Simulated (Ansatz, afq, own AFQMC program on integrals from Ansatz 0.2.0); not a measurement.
AFQMC on a folder of integrals that Ansatz 0.2.0 wrote.

```yaml
crystal:
  periodic: [false, false, false]
  atoms:
    - {symbol: Ge, position_ang: [0.004698, 0.008489, -0.008509]}
    - {symbol: H, position_ang: [0.566001, 1.042414, 1.024082]}
    - {symbol: H, position_ang: [-0.922535, -1.666936, 1.670895]}
    - {symbol: H, position_ang: [-0.554526, 1.039306, -1.045327]}
    - {symbol: H, position_ang: [0.572481, -1.026564, -1.036417]}
basis:
  gaussian: {orbitals: cc-pVDZ}
total_charge: 1
magnetization: {spin_polarized: true, initial_magnetization: 1}
correlation: {method: ccsd_t, electrons: outside_noble_gas, hamiltonian_folder: ham}
```

```sh
$ ansatz run in.yaml --threads 1 --pin off --events-out ev --progress --plain --max-ram 1382MiB
```

afq runs on the folder ham with

```
--method phaseless --trial cisd --walkers 60 --populations 1 --least-time 40 --time-step 0.005 --steps-per-block 50 --equilibration-blocks 40 --max-blocks 300 --target-error 0.00064 --factor-cut 1e-05 --start spin_pure --seed 4736 --release-times 0.24,0.51,0.99,1.62,2.4 --release-step 0.03 --release-every 4 --taylor-order 6
```

Times are imaginary, in 1/Eh. The walk had a cap of 689 s. Filled inner d shells are frozen with the cores.

afq prints:

```
orbitals 33  electrons 4 3  factors 253 of 497
reference energy -2077.21813869 Eh
CCSD correlation -0.11295835 Eh in 15 cycles, weight of the determinant in the CISD state 0.9240
energy of the start -2077.331031 Eh
 block  time / (1/Eh)  mean weight  energy / Eh
     1     0.250  1.0005  -2077.330324
     2     0.500  1.0001  -2077.330454
     3     0.750  1.0006  -2077.331209
     4     1.000  0.9996  -2077.331864
     5     1.250  1.0002  -2077.332865
     9     2.250  1.0011  -2077.332880
    21     5.250  0.9993  -2077.334564
    41    10.250  1.0004  -2077.334307
    61    15.250  0.9977  -2077.332623
    81    20.250  1.0011  -2077.334235
   101    25.250  1.0009  -2077.331814
   116    29.000  1.0004  -2077.336450
   121    30.250  0.9989  -2077.336117
   131    32.750  1.0012  -2077.331711
   141    35.250  1.0003  -2077.333725
   161    40.250  0.9985  -2077.332483
   181    45.250  1.0006  -2077.334787
   196    49.000  0.9997  -2077.333130
blocks merged  error / Eh  count
     1  0.000107  160
     2  0.000135  80
     4  0.000160  40
     8  0.000206  20
    16  0.000187  10
released: time / (1/Eh)  energy / Eh  error  mean overlap
  0.24  -2077.333953  0.000169  1.0087
  0.51  -2077.333756  0.000140  1.0137
  0.99  -2077.333883  0.000192  1.0044
  1.62  -2077.333913  0.000164  0.9929
  2.40  -2077.333826  0.000233  0.9864
energy -2077.333837 +/- 0.000206 Eh
(rows thinned)
```

The run failed at least one of its tests; the cautions name the faults. The second half of the sampling lies above the first by 2.2 errors of their difference, so the energy may still be moving and its error bar be too small.

Against this walk (error 5.6 meV) on the same determinant: CCSD(T) 18.6 meV higher, CCSDT(Q) 1.0 meV lower (within the noise). The error is statistical and leaves out the bias of the constraint. Released to 2.40 1/Eh the energy moves by 0 ± 8 meV (both errors), within twice the noise.

Cautions: constraint bias not in the error; error not settled; no relativity below Rb; no spin-orbit coupling; inner d shell frozen.

The walk took 90 s on 1 thread of Intel(R) Xeon(R) 6975P-C (Granite Rapids), with other jobs on the host. The log's last line is the phaseless energy.

CCSDT and higher add their correlation energy to the determinant of the CCSD(T) run, since their own runs factorise the integrals more tightly (a shift of under 2 meV). A walk keeps the symmetry of its determinant, which the program's search chose and which needn't be the lowest solution, so a lower state of the same spin and another symmetry isn't excluded.
